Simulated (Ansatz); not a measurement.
A nudged elastic band was laid between two geometries of ClH₂MgN (5 atoms, charge 0, multiplicity 1).

Theory: RKS PBE-D4/STO-3G in Ansatz 0.2.0.

```
movable images  : 9
climbing image  : yes
spring          : 5.0 eV/Å²
optimiser       : quadratic models (default)
start path      : IDPP
force threshold : 0.05 eV/Å
iteration limit : 6
end points      : relaxed
```

Image 0:

```xyz
5
Properties=species:S:1:pos:R:3
N -0.926 0.475 -0.208
Mg 0.540 -0.527 0.412
Cl 2.027 -1.745 1.307
H -0.571 1.484 -0.301
H -1.020 0.239 -1.251
```

Image 10:

```xyz
5
Properties=species:S:1:pos:R:3
N -0.241 0.675 -0.794
Mg 0.517 -0.533 0.432
Cl 1.601 -1.869 1.671
H -0.689 1.450 -0.200
H -1.138 0.205 -1.150
```

(1) What changes between the two ends?

(2) What energy profile does the band end with?

(3) What is the geometry of the highest image?

The band took 4 iterations and roughly 18 core-seconds.

## Answers

(1) No bond is made or broken. The height of N1 over the plane of its neighbours goes from 0.53 to -0.53 Å. The two ends are copies of one structure, up to a mirror image or an exchange of like atoms.

(2) The forces met the threshold. The highest image is number 5 of 0 to 10, 10.5 kJ/mol above the ends, which have the same energy within 2 meV. Another band between the same ends (9 images) ends at a top of the same energy, where a vibrational analysis finds 1 clearly imaginary mode. Limits of this set-up: minimal basis.

```csv
image,path coordinate (Å),energy (kJ/mol),height of N1 over the plane of its neighbours (Å)
0,0.00,0.0,0.53
1,0.11,0.7,0.48
2,0.23,3.4,0.38
3,0.34,7.0,0.26
4,0.46,9.6,0.13
5,0.57,10.5,0.00
6,0.69,9.6,-0.13
7,0.80,7.0,-0.26
8,0.92,3.4,-0.38
9,1.03,0.7,-0.48
10,1.15,0.0,-0.53
```

(3) 
```xyz
5
Properties=species:S:1:pos:R:3
N -0.480 0.544 -0.509
Mg 0.506 -0.581 0.499
Cl 1.664 -1.901 1.682
H -0.590 1.573 -0.368
H -1.052 0.292 -1.346
```

Time of the run: 18 s on 1 thread of Intel(R) Xeon(R) 6975P-C (Granite Rapids) (shared host), peak memory 0.09 GiB.
